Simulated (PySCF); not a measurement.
The scaffold HS-X carries different groups X. All species are isolated molecules in the gas phase. One relaxed conformer stands for each flexible species; it need not be the lowest. Strings in code marks are SMILES.

B3LYP has the VWN-RPA correlation part, as in Gaussian. Delta-SCF ions had no search for a lower state. 

A: X = cyano (`N#CS`)
B: X = borono (`OB(O)S`)
C: X = germyl (`[SH][GeH3]`)
D: X = siloxy
E: X = difluoromethyl
F: X = H

Problem. Put the candidates in order of HOMO–LUMO gap, lowest first, for PySCF with B3LYP-D3(BJ)/def2-TZVP.

Solution. D (5.45 eV), C (6.69 eV), A (6.77 eV), E (7.15 eV), B (7.23 eV), F (7.52 eV)
